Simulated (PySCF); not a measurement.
Compound: cyclopropylacetylene, C₅H₆.
Structure used (GFN2-xTB), in Å, numbered top down from 1:
```
atom  x, y, z in Å
C1     2.3871   -0.6448   -0.2753
C2     1.2762   -0.4468    0.1274
C3    -0.0536   -0.2023    0.5876
C4    -0.7783    1.0308    0.1143
C5    -1.1979   -0.3131   -0.3862
H6     3.3628   -0.8222   -0.6162
H7    -0.2289   -0.5267    1.6074
H8    -1.4148    1.5443    0.8194
H9    -0.2573    1.6875   -0.5659
H10   -0.9624   -0.5721   -1.4075
H11   -2.1274   -0.7321   -0.0310
```

The computed photoelectron lines, unassigned: C 1s: 289.85 (area 1), 290.53 (area 1), 290.81 (area 2), 291.48 (area 1) eV.

Method: delta-SCF UKS SCAN, pcX-2 on the ionised atom, pcseg-1 elsewhere, spin-free X2C (PySCF 2.14.0). Isolated species at its GFN2-xTB geometry, gas phase.

Problem. Order the carbon atoms by C 1s binding energy.

Solution. 289.85 eV: C1 (terminal alkyne carbon); 290.53 eV: C2 (alkyne carbon); 290.81 eV: C4/C5 (three-membered-ring carbon); 291.48 eV: C3 (propargylic carbon). Lowest listed C 1s: C1, bonded to C (triple bond) and H. Highest, 1.63 eV above it: C3, bonded to 3 C and H. Summing the Pauling electronegativity differences to the bonded atoms, each weighted by its formal bond order, gives -0.35 for the lowest site and -0.35 for the highest; the largest sum, 0.00, belongs to C2, 0.95 eV below the top. The smallest sum, -0.70, belongs to C4/C5, 0.96 eV above the lowest.

Bonded neighbours of each site: C1: C (triple bond) and H; C2: C (triple bond) and C; C3: 3 C and H; C4/C5: 2 C and 2 H.

Problem. Which photon energy gives electrons from C 1s of C2 a kinetic energy of 20 eV, and what is their de Broglie wavelength?

Solution. hν = 290.53 + 20 = 310.53 eV, recoil neglected; λ = 12.264 Å/√(E/eV) = 2.74 Å.

Atoms equivalent by their bonding share one computed value, that of the first of them.
